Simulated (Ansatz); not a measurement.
# BH2O−: functionals against CCSD(T) at one geometry

An exercise on one series of results from a longer session: the logs are not shown, and one member is left open.

Computed with Ansatz 0.2.0, Gaussian basis. Level: single points in def2-TZVPPD.

Correlated methods freeze the cores.

## Where the work starts

SMILES `B[O-]`, 4 atoms, charge -1, spin multiplicity 1.

Atoms are counted from 1 here; the program's logs count them from 0.

Bond lengths: B1–O2 1.248 Å, B1–H3 1.244 Å, B1–H4 1.313 Å. Angles: O2–B1–H3 130.4°, O2–B1–H4 121.2°, H3–B1–H4 108.4°.

As a file:

```
B     0.0160   -0.0549    0.0426
O     1.0679   -0.3161    0.6603
H    -1.1084   -0.5828    0.1070
H    -0.0345    0.9243   -0.8313
```

The first run:

The input, run/in.yaml:

```yaml
crystal:
  periodic: [false, false, false]
  atoms:
    - {symbol: B, position_ang: [0.016000, -0.054900, 0.042600]}
    - {symbol: O, position_ang: [1.067900, -0.316100, 0.660300]}
    - {symbol: H, position_ang: [-1.108400, -0.582800, 0.107000]}
    - {symbol: H, position_ang: [-0.034500, 0.924300, -0.831300]}
basis:
  gaussian: {orbitals: "def2-TZVPPD.json"}
total_charge: -1
correlation: {method: ccsd_t}
output: {forces: true}
```

The basis file named in the input lies beside it (Basis Set Exchange, JSON).

No record of the launch command was kept for these runs.

Among the steps run: CCSD(T)/def2-TZVPPD; PBE0-D4/def2-TZVPPD; wB97M-V/def2-TZVPPD; r2SCAN-D4/def2-TZVPPD; PBE-D4/def2-TZVPPD; r2SCANh-D4/def2-TZVPPD; wB97X-V/def2-TZVPPD.

One of the session's tables, all rows but one given; the rest of the session is left out.

| method | RMS force component (eV/Å) | angle to CCSD(T) forces (°) |
| --- | --- | --- |
| CCSD(T) | 1.319 | reference |
| PBE0-D4 | 0.992 | 5.9 |
| wB97M-V | 1.048 | 4.4 |
| r2SCAN-D4 | ? | ? |
| PBE-D4 | 1.235 | 4.5 |
| r2SCANh-D4 | 0.988 | 5.8 |
| wB97X-V | 1.114 | 3.7 |

Q: Estimate the row for r2SCAN-D4 from the others.

The run gave: RMS force component (eV/Å): 1.055; angle to CCSD(T) forces (°): 4.2. In the column «RMS force component (eV/Å)» it lies between wB97M-V (1.048) and wB97X-V (1.114).

To keep in mind: The anion's highest level is positive in at least one run, so there the basis alone may hold the extra electron.
